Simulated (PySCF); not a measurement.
Compound: PF2PH2, F₂H₂P₂.
Atom-mapped SMILES: `[F:1][P:2]([F:3])[PH2:4]` (hydrogens: H5, H6 on P4)

Level: PBE0/def2-SVPD in PySCF, non-relativistic, on one gas-phase PBE0-D3(BJ)/def2-SVP geometry that isn't relaxed in the solvent. The solvent is an IEF-PCM continuum (cavity from Bondi-type radii × 1.2). The model holds no explicit solvent molecules, cavitation or dispersion.

Gas phase at PBE0/def2-SVPD: HOMO -7.42 eV, LUMO -0.81 eV, dipole 2.00 D.

Problem. What does the continuum do to the energy, the frontier levels and the dipole at PBE0/def2-SVPD in chloroform and water?

Solution. 
```tsv
solvent	ε	E(solvent) − E(gas) (kcal/mol)	polarisation term (kcal/mol)	distortion of the solute (kcal/mol)	HOMO (eV)	LUMO (eV)	dipole (D)
chloroform	4.711	-2.21	-2.54	0.33	-7.24	-0.63	2.53
water	78.36	-3.23	-3.99	0.76	-7.19	-0.57	2.80
```

Polarisation term: ½ Σ q·V over the induced surface charges. Distortion: the rise of the solute's own energy as its density leaves the gas-phase optimum. From chloroform to water the lowering changes by a factor 1.47, Onsager's factor (ε − 1)/(2ε + 1) by 1.38 and ε itself by 16.6.

Problem. Which radius a makes the point-dipole formula ΔE = −[(ε − 1)/(2ε + 1)]·μ²/a³ give the value in water, with the gas-phase dipole?

Solution. μ = 0.787 au and |ΔE| = 0.00515 Eh give a = 2.06 Å; the farthest nucleus lies 2.02 Å from the centroid of the nuclei. The formula assumes a rigid point dipole at the centre of a sphere.

Problem. How does the static polarisability (PBE0/def2-SVPD, frozen core, with the continuum's full static response) change?

Solution. 
| medium | isotropic (au) | principal values (au) | ⟨r²⟩ of the electrons (bohr²) |
| --- | --- | --- | --- |
| gas | 55.3 | 46.1, 48.3, 71.5 | 463.8 |
| chloroform | 71.2 | 58.8, 61.1, 93.8 | 463.7 |
| water | 80.0 | 66.4, 68.3, 105.2 | 463.7 |

The isotropic value in water is 1.45 times the gas-phase one; no cavity-field correction is applied. ⟨r²⟩ is taken about the centre of nuclear charge.

Shape of the structure used: `[F:1][P:2]([F:3])[PH2:4]`: H–P4–P2–F1 175°, H–P4–P2–F1 83°.
